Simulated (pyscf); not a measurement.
# Routes from F–BH–F (SMILES FBF) + H₂O (SMILES O)

Candidate steps break at most two bonds and form at most two. Each was searched with GFN2-xTB (tblite) first. Optimised with ωB97X-D3(BJ)/def2-SVP in PySCF. Energies: ωB97M-D3(BJ)/def2-TZVP, eV, from the separated reactants, singlet surface; ΔG‡ with ideal gas, 1 atm, RRHO with modes under 100 cm⁻¹ raised to 100, one conformer, R ln 2 for chiral ones without a mode under 150 cm⁻¹.

| products | type | ΔE‡ | ΔE | ΔG‡ 298 K | ΔG‡ 900 K | ν‡ (cm⁻¹) |
|---|---|---|---|---|---|---|
| HF + HO–BH–F | four-centre exchange | 0.67 | +0.11 | 1.10 | 2.03 | 975i |
| HO–B(F)–F + H₂ | four-centre exchange | 0.87 | -1.16 | 1.27 | 2.20 | 1476i |

Row 1: On the reactant side the descent ends in an adduct with a B–O contact, 0.35 eV under the separated species and 1.04 eV under the saddle at ωB97X-D3(BJ)/def2-TZVP. On the product side the descent ends in a complex, 0.20 eV under the separated species and 0.78 eV under the saddle at ωB97X-D3(BJ)/def2-TZVP. Row 2: On the reactant side the descent ends in an adduct with a B–O contact (not fully relaxed), 0.35 eV under the separated species and 1.25 eV under the saddle at ωB97X-D3(BJ)/def2-TZVP. 

Plain bond fissions and candidates not yet searched are not listed, and one of them may be faster. Each barrier is that of the saddle found; lower ones may exist.
